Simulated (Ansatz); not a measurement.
Species: CH$_{2}$O, charge 1, doublet. CH2O+ (parent SMILES C=O, doublet).
B3LYP-D3(BJ)/def2-TZVP minimum from Ansatz (a program for electronic structure):
```
C
O 1 1.1868
H 1 1.1200 2 120.20
H 1 1.1200 3 119.60 2 -180.00
```
Charge +1, spin multiplicity 2.

Total energies in cc-pVTZ, 11 correlated electrons, 2 frozen orbitals. UHF or UKS for unpaired electrons; spin-orbit terms are left out. Cores are frozen in correlated methods. No relativity. The UHF reference of CH2O+ (parent SMILES C=O, doublet) is spin-contaminated (<S^2> up to 0.04 over the pure value in the sets run).

```
method    program  energy (Eh)  minus CCSDT(Q) (mEh)
--------  -------  -----------  --------------------
HF         Ansatz   -113.56586                373.07
MP2        Ansatz   -113.89493                 44.00
CCSD       Ansatz   -113.92300                 15.92
CCSD(T)    Ansatz   -113.93703                  1.90
CCSDT(Q)   Ansatz   -113.93893                  0.00
```

Rough core times of Ansatz's runs on a shared machine: CCSD(T) under 20 s, CCSDT(Q) 10 min.
